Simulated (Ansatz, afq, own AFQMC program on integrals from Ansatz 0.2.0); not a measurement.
AFQMC on a folder of integrals that Ansatz 0.2.0 wrote.

```yaml
crystal:
  periodic: [false, false, false]
  atoms:
    - {symbol: B, position_ang: [-0.114887, 0.000009, 0.089052]}
    - {symbol: H, position_ang: [0.311423, 0.539087, -0.991887]}
    - {symbol: H, position_ang: [0.609492, -0.000048, 1.028622]}
    - {symbol: H, position_ang: [0.311340, -0.539134, -0.991888]}
basis:
  gaussian: {orbitals: 6-31G}
magnetization: {spin_polarized: true, initial_magnetization: 2}
correlation: {method: ccsd_t, electrons: outside_noble_gas, hamiltonian_folder: ham}
```

```sh
$ ansatz run in.yaml --threads 1 --pin off --events-out ev --progress --plain --max-ram 24576MiB --backend cuda --devices 0, --max-vram 18GiB
```

Options of the walk:

```
--method phaseless --trial hf --walkers 4000 --populations 20 --least-time 40 --time-step 0.005 --steps-per-block 20 --equilibration-blocks 112 --max-blocks 4000 --target-error 0.0007499999999999999 --factor-cut 1e-05 --start spin_pure --seed 4052 --taylor-order 6
```

Times are imaginary, in 1/Eh. The walk had a cap of 49 s. With eight or more populations the least sampling time is a fifth of least-time, and the error comes from their spread.

```
orbitals 14  electrons 4 2  factors 88 of 222
reference energy -26.23345712 Eh
CCSD correlation -0.06756431 Eh in 11 cycles, weight of the determinant in the CISD state 0.9576
energy of the start -26.233567 Eh
 block  time / (1/Eh)  mean weight  energy / Eh
     1     0.100  1.0001  -26.244899
     2     0.200  1.0005  -26.253751
     3     0.300  1.0004  -26.261171
     4     0.400  1.0004  -26.266920
     5     0.500  1.0003  -26.272357
    10     1.000  1.0002  -26.288609
    29     2.900  1.0000  -26.300233
    49     4.900  1.0000  -26.302400
    69     6.900  0.9999  -26.303339
    89     8.900  1.0000  -26.301189
   109    10.900  0.9999  -26.299396
   129    12.900  1.0000  -26.300020
   149    14.900  0.9999  -26.301278
   169    16.900  1.0002  -26.302506
   185    18.500  0.9999  -26.299136
   189    18.900  0.9999  -26.300344
error from the spread of 20 populations
energy -26.301525 +/- 0.000461 Eh
(rows thinned)
```

Question: Estimate how long the walk took on 1 × NVIDIA H100 80GB HBM3 with 2 threads of AMD EPYC 7R13 Processor (Zen 3) (shared host) (the card was shared).

Answer: 20 s of wall time.

The run passed its tests (sampling time, drift between the halves within three errors, error under three times the target), which doesn't prove that it has relaxed.

Against this walk (error 12.5 meV) on the same determinant: CCSD(T) 12.0 meV lower (within the noise), CCSDT(Q) 21.6 meV lower (within the noise), CCSDTQ 21.6 meV lower (within the noise), full CI 21.7 meV lower (within the noise), a separate phaseless walk with a CISD trial and standard settings 20.7 ± 12.6 meV lower (within the noise). The error is statistical and leaves out the bias of the constraint.

Cautions: constraint bias not in the error; lower spins were not checked.

CCSDT and higher add their correlation energy to the determinant of the CCSD(T) run, since their own runs factorise the integrals more tightly (a shift of under 2 meV). A walk keeps the symmetry of its determinant, which the program's search chose and which needn't be the lowest solution, so a lower state of the same spin and another symmetry isn't excluded.
